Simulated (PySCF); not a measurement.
dimethylamine (C2H7N), SMILES CNC.

Coordinates come from a B3LYP-D3(BJ)/def2-TZVP optimisation.

Two levels are set side by side: TDDFT-PBE/def2-SVPD (PySCF) and TDDFT-B3LYP/def2-SVPD (PySCF). Vertical, same geometry. The lowest singlet is HOMO→LUMO 100 % with PBE and HOMO→LUMO 98 % with the other functional; states are paired by order. Differences are taken from unrounded values.

```
quantity                               TDDFT-B3LYP  TDDFT-PBE  TDDFT-PBE minus TDDFT-B3LYP
-------------------------------------  -----------  ---------  ---------------------------
lowest singlet excitation (eV)                5.61       5.12                        -0.50
lowest triplet excitation (TDA) (eV)          5.43       4.95                        -0.48
first bright state (f over 0.05) (eV)         7.69       7.14                        -0.56
its oscillator strength                       0.09       0.09                         0.00
```

Functionals without exact exchange tend to place singlet excitations lower, as here. Differences between two approximate levels are no errors against the true value.

Rough cost on one machine, each run with all the roots and properties that it gave: TDDFT-B3LYP against TDDFT-PBE about 2 times.
